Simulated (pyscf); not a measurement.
Thermochemistry of product channels of AsH [triplet] + InH₃ on the triplet surface, in kcal/mol, from ωB97M-D3(BJ)/def2-TZVP energies (ideal gas, 1 atm, RRHO with modes under 100 cm⁻¹ raised to 100, one conformer, R ln 2 for chiral ones without a mode under 150 cm⁻¹). Single points on ωB97X-D3(BJ)/def2-SVP structures (PySCF, gas phase).

```json
[
 {"products": "AsH₃ + InH [triplet]", "ΔE": "(withheld)", "ΔH(298 K)": "+11.9", "ΔG(900 K)": "+12.1", "ΔG(1200 K)": "(withheld)"},
 {"products": ":As–InH₂ [triplet] + hydrogen (H₂)", "ΔE": "-12.0", "ΔH(298 K)": "-11.4", "ΔG(900 K)": "-10.5", "ΔG(1200 K)": "-10.6"}
]
```

**Question.** Fill in the missing entries.

**Answer.** 
- AsH₃ + InH [triplet], ΔE: +9.6
- AsH₃ + InH [triplet], ΔG(1200 K): +12.5

These are energies of the channels, which say nothing of barriers. :As–InH₂ [triplet] lies 43.1 kcal/mol over its isomer H₂As–In [singlet] (electronic energy, ωB97M-D3(BJ)). InH [triplet] is an excited spin state, 50.6 kcal/mol over the singlet at ωB97X-D3(BJ). The term symbol of open-shell InH was not checked; spin-orbit terms and orbital degeneracy are left out. Elements up to Kr have no core potential and no relativistic terms here. Elements past Kr carry the def2 core potentials, without spin-orbit coupling.
